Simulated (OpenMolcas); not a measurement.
# HOF (hypofluorous acid): levels of theory compared

We compute a comparison of 6 runs (HF/3-21G, B3LYP/6-31G*, B2PLYP/aug-cc-pVTZ, BHLYP/aug-cc-pVTZ, M06-2X/aug-cc-pVTZ, PBE0/aug-cc-pVTZ) of HOF (hypofluorous acid). 

The calculation is run with OpenMolcas 26.06.

1 further run of the same task is left out (set aside as unsound or not needed).

## 1. The molecule

HOF has 3 atoms, charge 0, and is taken as a singlet. As SMILES, `OF`. The coordinates come from a PBE0-D4/def2-TZVP relaxation.

Bond lengths: O1–F2 1.406 Å, O1–H3 0.969 Å. Angles: F2–O1–H3 99.1°.

## 2. Energy and gradient at HF/3-21G (run 1)

Input file mol.input:

```
* FHO Hartree-Fock
&GATEWAY
BASLIB
$CurrDir
COORD
3
angstrom
O        0.430590      -0.210340       0.216330
F       -0.221910       1.014620      -0.010980
H       -0.208690      -0.804280      -0.205350
BASIS
3-21G
GROUP
NoSym
&SEWARD
&SCF
THRESHOLDS
1e-10 1e-07 1e-07 1e-05
PRORBITALS
1
&ALASKA
```

The basis set 3-21G is read from a file made from the Basis Set Exchange's data (not shown).

On the command line:

```sh
export MOLCAS_MEM=1860
pymolcas mol.input > mol.log
```

The log of the run:

```text
--- Start Module: gateway ---
[...]
--- Stop Module: gateway /rc=_RC_ALL_IS_WELL_ ---
[...]
      Basis functions           20
[...]
--- Start Module: scf ---
[...]
       Convergence after  13 Iterations
[...]
::    Total SCF energy                               -173.7996718836
[...]
      Total spin, S                                     0.0000000000
[...]
      Total electronic charge=   18.000000
      Total            charge=   -0.000000
[...]
      Dipole Moment (debye):
      Origin of the operator (angstrom)=    0.0684    0.4195    0.0846
                   X= -1.1250E+00               Y= -1.9325E+00               Z= -8.4050E-01           Total=  2.3889E+00
      Quadrupole Moment (debye*angstrom):
[...]
--- Stop Module: scf /rc=_RC_ALL_IS_WELL_ ---
--- Start Module: alaska ---
[...]
 *              Molecular gradients               *
 **************************************************
  Irreducible representation: a
 ------------------------------------------------------------------------------------------
                              X                       Y                       Z
 ------------------------------------------------------------------------------------------
  O1               -1.63268283214562E-02    2.38597112337189E-02   -6.44092879586955E-03
  F2                1.39296200740491E-02   -2.92281458685091E-02    4.51130465720029E-03
  H3                2.39720824741019E-03    5.36843463479508E-03    1.92962413866860E-03
 ------------------------------------------------------------------------------------------
--- Stop Module: alaska /rc=_RC_ALL_IS_WELL_ ---
[...]
```

It took 1.5 s on 1 thread of Arm Neoverse V2, shared host; peak memory 0.37 GiB.

## 3. Energy and gradient at B3LYP/6-31G(d) (Cartesian functions) (run 2)

Input file test.inp:

```
&GATEWAY
 BasLib
 $CurrDir
 BasisSet
 O.6-31Gs....
 O1 0.430590 -0.210340 0.216330 angstrom
 End of Basis
 BasisSet
 F.6-31Gs....
 F2 -0.221910 1.014620 -0.010980 angstrom
 End of Basis
 BasisSet
 H.6-31Gs....
 H3 -0.208690 -0.804280 -0.205350 angstrom
 End of Basis

&SEWARD
 GridInput
 Grid=UltraFine
 End of Grid

&SCF
 KSDFT
 B3LYP
 Thresholds
 1e-10 1e-07 1e-07 1e-05
 PrOrbitals
 1 2

&ALASKA
```

The basis set 6-31G* is read from a file made from the Basis Set Exchange's data (not shown).

On the command line:

```sh
export MOLCAS_MEM=1860
pymolcas test.inp > test.log
```

The log of the run:

```text
--- Start Module: gateway ---
[...]
--- Stop Module: gateway /rc=_RC_ALL_IS_WELL_ ---
[...]
      Basis functions           32
[...]
--- Start Module: scf ---
[...]
       Convergence after  12 Iterations
[...]
::    Total KS-DFT energy                            -175.5219606077
[...]
      Total spin, S                                     0.0000000000
[...]
      Total electronic charge=   18.000000
      Total            charge=   -0.000000
[...]
      Dipole Moment (debye):
      Origin of the operator (angstrom)=    0.0684    0.4195    0.0846
                   X= -9.6704E-01               Y= -1.5627E+00               Z= -7.1155E-01           Total=  1.9707E+00
      Quadrupole Moment (debye*angstrom):
[...]
--- Stop Module: scf /rc=_RC_ALL_IS_WELL_ ---
[...]
--- Start Module: alaska ---
[...]
 *              Molecular gradients               *
 **************************************************
  Irreducible representation: a
 ------------------------------------------------------------------------------------------
                              X                       Y                       Z
 ------------------------------------------------------------------------------------------
  O1               -1.40400095828612E-02    1.14200882612634E-02   -6.54777524165562E-03
  F2                8.70982624181771E-03   -1.53325940628406E-02    3.14719845110667E-03
  H3                5.33018334103397E-03    3.91250580157187E-03    3.40057679055161E-03
 ------------------------------------------------------------------------------------------
--- Stop Module: alaska /rc=_RC_ALL_IS_WELL_ ---
[...]
```

It took 5.1 s on 1 thread of Arm Neoverse V2, shared host; peak memory 0.37 GiB.

Runs 3 to 5 aren't shown in full; the table further down has their settings and results.

## 4. Energy and forces at PBE0/aug-cc-pVTZ (run 6)

Input file calc.input:

```
>>> EXPORT MOLCAS_PRINT=2

&GATEWAY
  BasLib=$CurrDir
  Coord
  3
  bohr
  O      0.81369717    -0.39748499     0.40880445
  F     -0.41934912     1.91735392    -0.02074919
  H     -0.39436694    -1.51986893    -0.38805526
  Basis=aug-cc-pVTZ
  Group=NoSym

&SEWARD
  GridInput
  Grid=UltraFine
  End of Grid

&SCF
  KSDFT=PBE0
  Thresholds=1e-10 1e-07 1e-07 1e-05
  PrOrbitals=1 2

&ALASKA
```

The basis set aug-cc-pVTZ is read from a file made from the Basis Set Exchange's data (not shown).

On the command line:

```sh
export MOLCAS_MEM=1860
pymolcas calc.input > calc.log
```

The log of the run:

```text
--- Start Module: gateway ---
[...]
--- Stop Module: gateway /rc=_RC_ALL_IS_WELL_ ---
[...]
      Basis functions          115
[...]
--- Start Module: scf ---
[...]
       Convergence after  13 Iterations
[...]
::    Total KS-DFT energy                            -175.4351183134
[...]
      Total spin, S                                     0.0000000000
[...]
      Total electronic charge=   18.000000
      Total            charge=   -0.000000
[...]
      Dipole Moment (debye):
      Origin of the operator (angstrom)=    0.0684    0.4195    0.0846
                   X= -8.4589E-01               Y= -1.5726E+00               Z= -6.4521E-01           Total=  1.8986E+00
      Quadrupole Moment (debye*angstrom):
[...]
--- Stop Module: scf /rc=_RC_ALL_IS_WELL_ ---
[...]
--- Start Module: alaska ---
[...]
 *              Molecular gradients               *
 **************************************************
  Irreducible representation: a
 ------------------------------------------------------------------------------------------
                              X                       Y                       Z
 ------------------------------------------------------------------------------------------
  O1                6.20661591668181E-04    1.40380773691273E-03    5.01137081144520E-04
  F2                2.96216871938260E-04   -7.49625510897189E-04    8.17289309411606E-05
  H3               -9.16878463597337E-04   -6.54182225991562E-04   -5.82866012081906E-04
 ------------------------------------------------------------------------------------------
--- Stop Module: alaska /rc=_RC_ALL_IS_WELL_ ---
[...]
```

Run time: 32 s. Hardware: 1 thread of Arm Neoverse V2, shared host; peak memory 0.7 GiB.

## 5. All runs side by side

```tsv
run	level	Cartesian functions	integration grid	energy (Eh)	dipole moment (D)	HOMO energy (eV)	LUMO energy (eV)	wall time
1	HF/3-21G	no	–	-173.799672	2.39	-14.13	5.86	1.5 s
2	B3LYP/6-31G* (Cartesian functions)	yes	UltraFine	-175.521961	1.97	-8.26	-0.66	5.1 s
3	B2PLYP/aug-cc-pVTZ	no	UltraFine	-175.513604	1.99	-11.38	0.03	28 s
4	BHLYP/aug-cc-pVTZ	no	UltraFine	-175.527739	1.99	-11.38	-0.15	34 s
5	M06-2X/aug-cc-pVTZ	no	UltraFine	-175.544585	1.95	-11.38	-0.35	41 s
6	PBE0/aug-cc-pVTZ	no	UltraFine	-175.435118	1.90	-9.26	-1.21	32 s
```

## 6. Outcome

| quantity | value |
| --- | --- |
| run 6: total energy | -175.43512 Eh |
| run 6: dipole moment | 1.90 D |
| run 6: HOMO energy | -9.26 eV |
| run 6: LUMO energy | -1.21 eV |
| run 6: HOMO–LUMO gap | 8.06 eV |
| run 6: largest force on an atom | 0.083 eV/Å |

What this shows: The dipole moment (its size) runs from 1.90 D (PBE0/aug-cc-pVTZ) to 2.39 D (HF/3-21G). The two ends differ in method and basis. The HOMO–LUMO gap runs from 7.60 eV (B3LYP/6-31G*) to 19.99 eV (HF/3-21G). For B2PLYP the log adds the whole second-order term; the table takes 0.27 of it, as the functional is defined. Totals of different functionals can't be ranked against each other. All runs together took 2.4 min, the longest 41 s.
